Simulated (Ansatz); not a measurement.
Ideal-gas functions of C$_{3}$H$_{3}$Cl, SMILES `C=C=CCl` at 800 K and 1 bar, from an Ansatz frequency run at PBE0-D4/def2-TZVP.

Molar mass 74.51 g/mol, point group Cs (symmetry number 1), electronic degeneracy 1, moments of inertia 15.232, 177.799, 189.555 u Å². Harmonic wavenumbers (cm⁻¹, unscaled): 184, 319, 518, 575, 791, 860, 909, 1011, 1139, 1285, 1462, 2077, 3139, 3214, 3218.

Use S(trans) = R[1.5 ln M + 2.5 ln T − 1.1517]; rotational temperatures θ = 24.2544 K / I; S(rot) = R[ln(√π/σ · √(T³/θAθBθC)) + 1.5]; for each mode x = 1.438777 ν̃/T, S = R[x/(eˣ − 1) − ln(1 − e⁻ˣ)] and H = RT x/(eˣ − 1); 1 cm⁻¹ = 0.0119627 kJ/mol; R = 8.31446 J/(mol·K).

Problem. By hand: the entropy, in J/(mol·K).

Solution. Translation 183.1. Rotation: θ = 1.5923, 0.1364, 0.128 K, giving 115.5. Vibration, mode by mode: 17.55, 13.05, 9.20, 8.40, 6.05, 5.47, 5.10, 4.40, 3.67, 2.98, 2.32, 0.96, 0.20, 0.17, 0.17, in all 79.7. Electronic 0.0. Sum 378.3 J/(mol·K).

Problem. By hand: H − E and G − E in kJ/mol, counted from the electronic energy.

Solution. Zero-point energy ½ × 20701 × 0.0119627 = 123.8; thermal vibration 35.2; translation, rotation and pV give 4 RT = 26.6. H − E = 185.6 kJ/mol, and G − E = 185.6 − 800 × 378.3/1000 = -117.0 kJ/mol.

Vibration gives 21 % of the entropy.
